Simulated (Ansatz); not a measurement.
# AlH₃OS, SMILES [OH][AlH][SH]: a ladder of basis sets

Computed with Ansatz 0.2.0, Python API.

Run as a notebook:

```python
import ansatz as az
from ase import Atoms
```

```python
FUNCTIONAL = "PBE0"
DISPERSION = "d3bj"
```

```python
atoms = Atoms(["O", "Al", "S", "H", "H", "H"], positions=[
    (-1.1825, -0.9899, -0.8237),
    (0.1024, 0.2238, -0.3835),
    (0.6128, 0.5433, 1.7826),
    (-1.9788, -0.3821, -0.8416),
    (0.8901, 1.0185, -1.5407),
    (1.5981, -0.4776, 1.7607),
])
system = az.Crystal.molecule_from_ase(atoms)
```

```python
calculation = system.calculation()
calculation = calculation.functional(FUNCTIONAL, dispersion=DISPERSION)
```

```python
energies = {}
for basis in ["STO-3G", "6-31G", "6-31G*", "def2-SVP", "def2-SVPD", "def2-TZVP", "def2-TZVPP"]:
    summary = calculation.basis(gaussian=basis).run().report
    size = summary["n_frozen"] + summary["n_occupied"][0] + summary["n_virtual"][0]
    energies[basis] = (summary["reference_energy_ev"] / 27.211386246, summary["free_energy_ev"] / 27.211386246)
    print(f"{basis:14s} {size:4d} orbitals  reference {energies[basis][0]:14.6f} Ha  total {energies[basis][1]:14.6f} Ha")
```

    STO-3G           26 orbitals  reference    -708.959764 Ha  total    -708.962948 Ha
    6-31G            41 orbitals  reference    -717.258832 Ha  total    -717.262015 Ha
    6-31G*           59 orbitals  reference    -717.331777 Ha  total    -717.334961 Ha
    def2-SVP         65 orbitals  reference    -717.114522 Ha  total    -717.117706 Ha
    def2-SVPD        98 orbitals  reference    -717.133735 Ha  total    -717.136919 Ha
    def2-TZVP       123 orbitals  reference    -717.433981 Ha  total    -717.437164 Ha
    def2-TZVPP      157 orbitals  reference    -717.436544 Ha  total    -717.439728 Ha

```python
last = energies["def2-TZVPP"][1]
for basis, (_, total) in energies.items():
    print(f"{basis:14s} lies {27.211386 * (total - last):9.4f} eV above def2-TZVPP")
```

    STO-3G         lies  230.6649 eV above def2-TZVPP
    6-31G          lies    4.8358 eV above def2-TZVPP
    6-31G*         lies    2.8509 eV above def2-TZVPP
    def2-SVP       lies    8.7627 eV above def2-TZVPP
    def2-SVPD      lies    8.2398 eV above def2-TZVPP
    def2-TZVP      lies    0.0698 eV above def2-TZVPP
    def2-TZVPP     lies    0.0000 eV above def2-TZVPP

Against STO-3G: 6-31G -8299.1 mHa, 6-31G* -8372.0 mHa, def2-SVP -8154.8 mHa, def2-SVPD -8174.0 mHa, def2-TZVP -8474.2 mHa and def2-TZVPP -8476.8 mHa. The last step alone is -2.56 mHa (these two sets differ little on atoms other than hydrogen). From the first set to the last the time grows from 0.6 to 3.2 s.

Caveats:
- The settings weren't tested for convergence.
- The geometry is a force-field or estimated start, not a minimum of this method, and the last set is no limit. Much of the fall in a total is atomic energy, which cancels in bond and reaction energies.
- Total less reference energy is the dispersion correction.
- Totals across families of basis sets mostly measure their core functions.
- Timing: 13 s on 1 thread of Arm Neoverse V1, on a shared host, peak memory 0.35 GiB.

(Lines on the test bed's own set-up are left out of the output.)
